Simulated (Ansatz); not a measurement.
Ideal-gas functions of B$_{2}$ClH$_{3}$ (`BBCl`) at 800 K and 1 bar, from an Ansatz frequency run at PBE0-D4/def2-TZVP.

Molar mass 60.1 g/mol, point group Cs (symmetry number 1), electronic degeneracy 1, moments of inertia 12.722, 92.571, 101.097 u Å². Harmonic wavenumbers (cm⁻¹, unscaled): 161, 323, 448, 706, 868, 871, 958, 1083, 1187, 2577, 2621, 2648.

Use S(trans) = R[1.5 ln M + 2.5 ln T − 1.1517]; rotational temperatures θ = 24.2544 K / I; S(rot) = R[ln(√π/σ · √(T³/θAθBθC)) + 1.5]; for each mode x = 1.438777 ν̃/T, S = R[x/(eˣ − 1) − ln(1 − e⁻ˣ)] and H = RT x/(eˣ − 1); 1 cm⁻¹ = 0.0119627 kJ/mol; R = 8.31446 J/(mol·K).

Question: By hand: the entropy, in J/(mol·K).

Answer: Translation 180.5. Rotation: θ = 1.9065, 0.262, 0.2399 K, giving 109.4. Vibration, mode by mode: 18.65, 12.95, 10.33, 6.87, 5.41, 5.38, 4.75, 3.97, 3.43, 0.46, 0.43, 0.41, in all 73.0. Electronic 0.0. Sum 362.9 J/(mol·K).

Question: By hand: H − E and G − E in kJ/mol, counted from the electronic energy.

Answer: Zero-point energy ½ × 14451 × 0.0119627 = 86.4; thermal vibration 31.2; translation, rotation and pV give 4 RT = 26.6. H − E = 144.2 kJ/mol, and G − E = 144.2 − 800 × 362.9/1000 = -146.1 kJ/mol.

Vibration gives 20 % of the entropy.
